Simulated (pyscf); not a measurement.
Elementary routes open to Cl–CH(Cl)–Cl + H• in the gas phase (doublet surface):
A. Cl–CH₂–Cl + Cl• (C–Cl broken; C–H formed)
B. HCl + Cl–CH•–Cl (C–Cl broken; Cl–H formed)

Structures and frequencies: ωB97X-D3(BJ)/def2-SVP in PySCF. Correlated levels are frozen-core, on RHF or UHF. ΔMP2 is the change of the MP2 total energy from the triple- to the quadruple-zeta basis.

Rank the routes by free-energy barrier at 900 K, lowest first, for CCSD(T)/def2-TZVPP + ΔMP2(QZVPP) energies (ideal gas, 1 atm, RRHO with modes under 100 cm⁻¹ raised to 100, one conformer, R ln 2 for chiral ones without a mode under 150 cm⁻¹).

B (101.6 kJ/mol), A (224.0 kJ/mol)

Route B is the fastest of these, ahead of the next by 122.5 kJ/mol. The most stable products are those of B (ΔG = -172.0 kJ/mol), so kinetics and thermodynamics agree. At 298 K B is still the fastest. A: On the product side the descent ends in what is likely a three-electron adduct, which functionals tend to overbind, 21.0 kJ/mol under the separated species and 271.0 kJ/mol under the saddle at ωB97X-D3(BJ)/def2-TZVP. Only these routes are compared; each barrier is that of the saddle found, and lower ones may exist. The CCSD(T) − MP2 part came from Ansatz, without density fitting, on the same reference. A UHF reference is spin-contaminated (<S²> up to 0.86), which harms MP2 most. Left out: orbital degeneracy and the spin-orbit lowering of Cl.
